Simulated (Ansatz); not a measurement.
# BH7Si: the cost of one run

Program: Ansatz 0.2.0. Level of theory: RKS B3LYP-D4/def2-TZVP. These are calculated values, not measurements.

1 further run of the same task is left out (it didn't finish).

### Step 1. The starting structure

Bond lengths: B1–H3 1.190 Å, B1–H4 1.190 Å, B1–Si5 2.250 Å, Si5–H6 1.460 Å, Si5–H7 1.460 Å, Si5–H8 1.460 Å, Si5–H9 1.594 Å. Angles: H3–B1–H4 120.0°, H3–B1–Si5 97.0°, H4–B1–Si5 101.2°, B1–Si5–H6 109.5°, B1–Si5–H7 109.5°, B1–Si5–H8 109.5°, B1–Si5–H9 55.9°, H6–Si5–H7 109.4°, H6–Si5–H8 109.4°, H6–Si5–H9 144.2°, H7–Si5–H8 109.4°, H7–Si5–H9 106.3°, H8–Si5–H9 57.9°.

As a file:

```xyz
9

B     0.0000    0.0000    0.0000
H     0.0000    0.0000    1.5400
H     1.0305    0.0000   -0.5950
H    -1.0305    0.0000   -0.5950
Si    0.0940   -2.1331    0.7095
H    -0.6959   -2.9783   -0.1812
H     1.4817   -2.5871    0.7061
H    -0.4425   -2.2202    2.0645
H     0.0384   -0.8711    1.6809
```

### Step 2. A restrained relaxation towards end A

Springs on the bonds that form and break draw the guess towards this end; the thresholds are loose.

input.yaml reads:

```yaml
crystal:
  periodic: [false, false, false]
  atoms:
    - { symbol: B, position_ang: [0.0, 0.0, 0.0] }
    - { symbol: H, position_ang: [0.0, 0.0, 1.54] }
    - { symbol: H, position_ang: [1.0305, 0.0, -0.595] }
    - { symbol: H, position_ang: [-1.0305, 0.0, -0.595] }
    - { symbol: Si, position_ang: [0.094, -2.1331, 0.7095] }
    - { symbol: H, position_ang: [-0.6959, -2.9783, -0.1812] }
    - { symbol: H, position_ang: [1.4817, -2.5871, 0.7061] }
    - { symbol: H, position_ang: [-0.4425, -2.2202, 2.0645] }
    - { symbol: H, position_ang: [0.0384, -0.8711, 1.6809] }
basis:
  gaussian: { orbitals: def2-TZVP }
hamiltonian:
  xc: b3lyp
  dispersion: d4
relax:
  f_tol: 0.15
  max_steps: 25
  restrain:
    - { distance: [0, 4], at: 3.15, k: 30.0 }
    - { distance: [8, 1], at: 1.86, k: 30.0 }
    - { distance: [0, 1], at: 1.19, k: 30.0 }
    - { distance: [8, 4], at: 1.46, k: 30.0 }
```

Command:

```sh
> ansatz run input.yaml --threads 4 --pin off --max-ram 5120MiB --backend cpu --events-out ev --progress --plain --runs-dir out
```

Q: Estimate wall time and peak memory on 4 threads of Intel Xeon Platinum 8488C (Sapphire Rapids), shared host.

About 7.5 s, with a peak of 0.19 GiB.
